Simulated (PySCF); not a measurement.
BN: frontier orbitals

PBE at R = 1.318 Å; basis B cc-pVTZ, N cc-pVTZ; no relativity; PySCF 2.14. State: ³Π (triplet), unpaired electrons σ ↑, π ↑. Only the outer orbitals are listed, counted within each symmetry.

```tsv
spin	orbital	occ.	ε (eV)	on B (%)	main shells (%)
α	3σ	1	-21.03	30	64 N s, 17 B s, 12 B p
α	4σ	1	-9.83	44	40 N p, 38 B s, 15 N s
α	1π	1	-9.08	29	70 N p, 28 B p
α	1π	1	-7.87	35	65 N p, 33 B p
α	5σ	1	-7.63	68	37 B p, 31 B s, 28 N p
α	2π	0	-2.07	77	74 B p, 23 N p
α	2π	0	-1.37	72	68 B p, 28 N p
β	3σ	1	-19.65	32	63 N s, 18 B s, 13 B p
β	4σ	1	-8.57	23	57 N p, 20 B s, 19 N s
β	1π	1	-7.37	32	68 N p, 30 B p
β	1π	0	-6.71	34	65 N p, 32 B p
β	5σ	0	-5.08	91	61 B s, 30 B p, 10 N p
β	2π	0	-0.38	75	74 B p, 24 N p
```

Problem. Which are the highest filled and the lowest empty level, where do they sit, and how wide is the gap?

Solution. Highest filled β 1π at -7.37 eV (in %: 68 N p, 30 B p); lowest empty β 1π at -6.71 eV (in %: 65 N p, 32 B p); the gap at PBE is 0.66 eV. Both belong to one degenerate shell, split only by its one-sided filling, so this is no excitation gap.

| Property | Result |
| --- | --- |
| bond order (Mayer) | 2.49 |
| ⟨S²⟩ | 2.004 |
| charge on B (Mulliken, basis-dependent) | 0.05 |
| charge on B (Löwdin, basis-dependent) | -0.08 |
| dipole moment (positive dipole means B(−)N(+)) | -1.76 D |
| polarisability along the bond | 27.5 bohr³ |
| polarisability across the bond | 17.5 bohr³ |

The state is the lowest determinant that a PBE0 search found; another state may lie lower at other levels.
